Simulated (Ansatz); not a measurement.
Rock-salt CdO: PBE at its full settings (plane-wave cutoff 520 eV, 12×12×12 k mesh, Fermi–Dirac smearing 0.01 eV, scalar-relativistic PAW data made under PBE) and at cheaper ones, in a cell of 2 atoms with Γ-centred meshes.

| level and setting | lattice parameter a (Å) | bulk modulus B0 (GPa) |
|---|---|---|
| PBE (Ansatz) | 4.768 | 126 |
| PBE (2×2×2 k mesh) (Ansatz) | 4.859 | 109 |
| PBE (4×4×4 k mesh) (Ansatz) | 4.771 | 125 |
| PBE (6×6×6 k mesh) (Ansatz) | 4.768 | 126 |
| PBE (Fermi-Dirac smearing of 0.3 eV) (Ansatz) | 4.771 | 124 |

Largest shifts from the full settings: lattice constant a +1.91 % (PBE (2×2×2 k mesh)), against a difference of +1.53 % of the full result from the reference 4.696 Å (measured, temperature not stated, no zero-point or thermal correction; as tabulated in Gopal et al. (2015), doi:10.1103/physrevb.91.245202); bulk modulus -13.5 % (PBE (2×2×2 k mesh)), against a difference of -14.3 % of the full result from the reference 147 GPa (measured, temperature not stated, not corrected to a static lattice; as tabulated in Gopal et al. (2015), doi:10.1103/physrevb.91.245202).

The full settings aren't shown to be converged themselves.

Caveats: the gap of the solid is closed in this run (PBE, PBE (2×2×2 k mesh), PBE (4×4×4 k mesh), PBE (6×6×6 k mesh), PBE (Fermi-Dirac smearing of 0.3 eV)). Ansatz's density-functional and Hartree–Fock values are scalar-relativistic unless marked +SOC, with PAW data made under PBE.

Run with cheap settings on purpose, which may leave them unconverged: PBE (2×2×2 k mesh), PBE (4×4×4 k mesh), PBE (6×6×6 k mesh), PBE (Fermi-Dirac smearing of 0.3 eV).

Ansatz is a quantum-chemistry and plane-wave program.
